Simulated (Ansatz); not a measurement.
# One shape, several levels: NOF (nitrosyl fluoride)

Aim: a comparison of 6 runs (HF/STO-3G, HSE06/STO-3G, PBE0/STO-3G, UPBE/STO-3G, RPA@PBE/STO-3G, UMP2/STO-3G) of NOF (nitrosyl fluoride). 

Program for the calculation: Ansatz 0.2.0.

63 further runs of the same task are left out: 16 that didn't finish, 47 set aside as unsound or not needed.

### Step 1. Starting point

NOF: 3 atoms, total charge 0, spin state singlet. As SMILES, `O=NF`. The N2–O1 distance was set to 1.690 Å, away from the relaxed value.

Bond lengths: N2–F3 1.483 Å. A long bond or contact: O1–N2 1.690 Å.

### Step 2. A single-point energy at HF/STO-3G (run 1)

File run.yaml:

```yaml
crystal:
  periodic: [false, false, false]
  atoms:
    - {symbol: O, position_ang: [1.228053, 0.605718, 0.742151]}
    - {symbol: N, position_ang: [0.148930, -0.482540, 0.029910]}
    - {symbol: F, position_ang: [-1.017290, 0.239580, -0.534650]}
basis:
  gaussian:
    orbitals: STO-3G
magnetization:
  spin_polarized: false
accuracy: high
hamiltonian:
  xc: hf
```

Launch:

```bash
ansatz run run.yaml --threads 1 --pin off --max-ram 3480MiB --events-out events.jsonl --progress --plain --runs-dir runs
```

Log:

```text
Warning: RAYON_NUM_THREADS=1 ignored (pool sized by the plan → 1); use --threads N
Functional definition: HF
  name "HF"
  exchange = exact_x
  correlation = 0
250 factors; integrals over basis functions are off by at most 4.3e-8 eV
mean field evaluation 1: about -6116.8806 eV, gradient 6.1e1 eV
mean field evaluation 2: about -6116.9719 eV, gradient 6.1e1 eV
mean field evaluation 4: about -6129.8669 eV, gradient 1.8e1 eV
mean field evaluation 8: about -6131.0256 eV, gradient 6.8e0 eV
mean field evaluation 16: about -6131.4791 eV, gradient 3.6e-3 eV
mean field evaluation 32: about -6131.3980 eV, gradient 3.7e-1 eV
mean field evaluation 64: about -6096.5748 eV, gradient 4.1e1 eV
mean field evaluation 96: about -6125.0918 eV, gradient 6.0e0 eV
mean field evaluation 128: about -6130.8391 eV, gradient 1.5e-1 eV
mean field -6131.47409279 eV, -225.3275168478 hartree, gradient 7.0e-9 eV, S^2 0.000000; 6 other end points of the search recorded, 0 dependent functions left out
reference -6131.47409279 eV, -225.3275168478 hartree; 12, 12 occupied and 3, 3 virtual orbitals, 250 factors
Total energy: -6131.47409279 eV, -225.3275168478 hartree
```

Run time: 0.16 s. Hardware: 1 thread of Intel Xeon Platinum 8488C (Sapphire Rapids), shared host.

### Step 3. A single-point energy at HSE06/STO-3G (run 2)

File in.yaml:

```yaml
basis:
  gaussian:
    orbitals: STO-3G
crystal:
  periodic: [false, false, false]
  atoms:
    - {symbol: O, position_ang: [1.228053, 0.605718, 0.742151]}
    - {symbol: "N", position_ang: [0.148930, -0.482540, 0.029910]}
    - {symbol: F, position_ang: [-1.017290, 0.239580, -0.534650]}
hamiltonian:
  xc: hse06
accuracy: high
```

Launch:

```bash
ansatz run in.yaml --threads 1 --pin off --max-ram 3480MiB --events-out events.jsonl --progress --plain --runs-dir runs
```

Log:

```text
Warning: RAYON_NUM_THREADS=1 ignored (pool sized by the plan → 1); use --threads N
Functional definition: HSE06
  name "HSE06"
  parameter a = 0.25
  parameter omega = 0.11/bohr
  exchange = pbe_x - a*pbe_x_sr(omega) + a*exact_x_sr(omega)
  correlation = pbe_c
250 factors; integrals over basis functions are off by at most 4.3e-8 eV
42 factors; integrals over basis functions are off by at most 3.6e-10 eV
mean field evaluation 1: about -6147.4681 eV, gradient 4.6e1 eV
mean field evaluation 2: about -5979.1771 eV, gradient 1.2e2 eV
mean field evaluation 4: about -6125.0072 eV, gradient 6.6e1 eV
mean field evaluation 8: about -6154.8629 eV, gradient 1.7e-3 eV
mean field evaluation 16: about -6154.8316 eV, gradient 2.7e-8 eV
mean field -6154.83155909 eV, -226.1858879018 hartree, gradient 2.7e-8 eV, S^2 0.000000; 0 other end points of the search recorded, 0 dependent functions left out
reference -6154.83155985 eV, -226.1858879296 hartree; 12, 12 occupied and 3, 3 virtual orbitals, 250 factors
Total energy: -6154.83155985 eV, -226.1858879296 hartree
```

It took 1.1 s on 1 thread of Intel Xeon Platinum 8488C (Sapphire Rapids), shared host.

Runs 3 to 4 aren't shown in full; the table further down has their settings and results.

### Step 4. The energy at RPA@PBE/STO-3G (run 5)

File molecule.yaml:

```yaml
crystal:
  periodic: [false, false, false]
  atoms:
    - symbol: O
      position_ang: [1.228053, 0.605718, 0.742151]
    - symbol: N
      position_ang: [0.148930, -0.482540, 0.029910]
    - symbol: F
      position_ang: [-1.017290, 0.239580, -0.534650]
basis:
  gaussian:
    orbitals: STO-3G
hamiltonian:
  xc: {name: PBE}
correlation:
  method: rpa
  frozen_orbitals: {F: 1, "N": 1, O: 1}
accuracy: high
```

Launch:

```bash
ansatz run molecule.yaml --threads 1 --pin off --max-ram 3480MiB --events-out events.jsonl --progress --plain --runs-dir runs
```

Log:

```text
Warning: RAYON_NUM_THREADS=1 ignored (pool sized by the plan → 1); use --threads N
Functional definition: PBE
  name "PBE"
  parameter kappa = 0.804
  parameter beta = 0.06672455060314922
  exchange = pbe_x(kappa = kappa, mu = beta*pi^2/3)
  correlation = pbe_c(beta = beta)
250 factors; integrals over basis functions are off by at most 4.3e-8 eV
mean field evaluation 1: about -6148.5290 eV, gradient 4.5e1 eV
mean field evaluation 2: about -6148.4278 eV, gradient 4.5e1 eV
mean field evaluation 4: about -6112.1929 eV, gradient 7.9e1 eV
mean field evaluation 8: about -6155.7738 eV, gradient 1.4e0 eV
mean field evaluation 16: about -6155.7795 eV, gradient 4.0e-8 eV
mean field evaluation 32: about -6153.3651 eV, gradient 9.6e0 eV
mean field evaluation 64: about -6138.8920 eV, gradient 4.4e1 eV
mean field -6155.77945557 eV, -226.2207224550 hartree, gradient 4.0e-8 eV, S^2 0.000000; 5 other end points of the search recorded, 0 dependent functions left out; unrestricted orbitals would lower it
mean field evaluation 96: about -6129.7247 eV, gradient 1.1e1 eV
unrestricted determinant -6136.57109450 eV, -225.5148282055 hartree, S^2 1.6541
3 core orbitals not correlated: weight in the atoms' cores, before any rotation towards them, 1.000 or more for the frozen orbitals, at most 0.000 for the correlated occupied ones
reference -6129.50686723 eV, -225.2552226416 hartree; 9, 9 occupied and 3, 3 virtual orbitals, 250 factors
Total energy: -6142.08749111 eV, -225.7175520419 hartree
```

Run time: 2.1 s. Hardware: 1 thread of Intel Xeon Platinum 8488C (Sapphire Rapids), shared host; peak memory 0.093 GiB.

### Step 5. The energy at UMP2/STO-3G (run 6)

File job.yaml:

```yaml
crystal:
  periodic: [false, false, false]
  atoms:
    - symbol: O
      position_ang: [1.228053, 0.605718, 0.742151]
    - symbol: N
      position_ang: [0.148930, -0.482540, 0.029910]
    - symbol: F
      position_ang: [-1.017290, 0.239580, -0.534650]
basis:
  gaussian:
    orbitals: STO-3G
accuracy: high
correlation:
  method: mp2
  frozen_orbitals: {F: 1, "N": 1, O: 1}
magnetization:
  spin_polarized: true
```

Launch:

```bash
ansatz run job.yaml --threads 1 --pin off --max-ram 3480MiB --events-out events.jsonl --progress --plain --runs-dir runs
```

Log:

```text
Warning: RAYON_NUM_THREADS=1 ignored (pool sized by the plan → 1); use --threads N
[... 4 set-up lines as earlier in the session ...]
250 factors; integrals over basis functions are off by at most 4.3e-8 eV
mean field evaluation 1: about -6116.8806 eV, gradient 4.3e1 eV
mean field evaluation 2: about -6116.9719 eV, gradient 4.3e1 eV
mean field evaluation 4: about -6129.8669 eV, gradient 1.3e1 eV
mean field evaluation 8: about -6131.0256 eV, gradient 4.8e0 eV
mean field evaluation 16: about -6131.4740 eV, gradient 5.8e-2 eV
mean field evaluation 32: about -6135.2276 eV, gradient 1.3e0 eV
mean field evaluation 64: about -6136.5711 eV, gradient 2.4e-8 eV
mean field evaluation 96: about -6136.4871 eV, gradient 1.8e-8 eV
mean field evaluation 128: about -6136.5711 eV, gradient 1.7e-8 eV
mean field evaluation 160: about -6136.4871 eV, gradient 2.2e-6 eV
mean field evaluation 192: about -6129.6333 eV, gradient 4.4e0 eV
mean field evaluation 224: about -6130.9949 eV, gradient 3.3e0 eV
mean field evaluation 256: about -6131.3438 eV, gradient 3.2e0 eV
mean field -6136.57109450 eV, -225.5148282055 hartree, gradient 1.4e-8 eV, S^2 1.654121; 13 other end points of the search recorded, 0 dependent functions left out
3 core orbitals not correlated: weight in the atoms' cores, before any rotation towards them, 1.000 or more for the frozen orbitals, at most 0.000 for the correlated occupied ones
reference -6136.57109450 eV, -225.5148282055 hartree; 9, 9 occupied and 3, 3 virtual orbitals, 250 factors
second order -1.31003826 eV of doubles, -0.00000000 eV of singles
Total energy: -6137.88113275 eV, -225.5629712235 hartree
```

Run time: 0.5 s. Hardware: 1 thread of Intel Xeon Platinum 8488C (Sapphire Rapids), shared host.

### Step 6. The series

| run | level | frozen core orbitals | energy (Eh) | wall time |
| --- | --- | --- | --- | --- |
| 1 | HF/STO-3G | – | -225.327517 | 0.16 s |
| 2 | HSE06/STO-3G | – | -226.185888 | 1.1 s |
| 3 | PBE0/STO-3G | – | -226.193291 | 0.52 s |
| 4 | UPBE/STO-3G | – | -226.225177 | 4.5 s |
| 5 | RPA@PBE/STO-3G | 3 | -225.717552 | 2.1 s |
| 6 | UMP2/STO-3G | 3 | -225.562971 | 0.5 s |

### Step 7. Outcome

| quantity | value |
| --- | --- |
| run 6: total energy | -225.56297 Eh |
| run 6: correlation energy (3 core orbitals frozen) | -48.1 mEh |
| run 6: ⟨S²⟩ of the reference determinant | 1.654 |

In words: Totals of different functionals can't be ranked against each other. In run 5 the log says that unrestricted orbitals would lower the reference, so the values rest on an unstable closed-shell determinant (other closed-shell runs at this shape may share the fault). In runs 1, 2, 3, 4, 5, 6 the basis is minimal, so the values are rough. Spin contamination of the reference: run 6 ⟨S²⟩ = 1.65, run 4 ⟨S²⟩ = 0.50. Where it is this large, the reference is a mixture of spin states, and values that rest on it are in doubt. All runs together took 8.9 s, the longest 4.5 s.
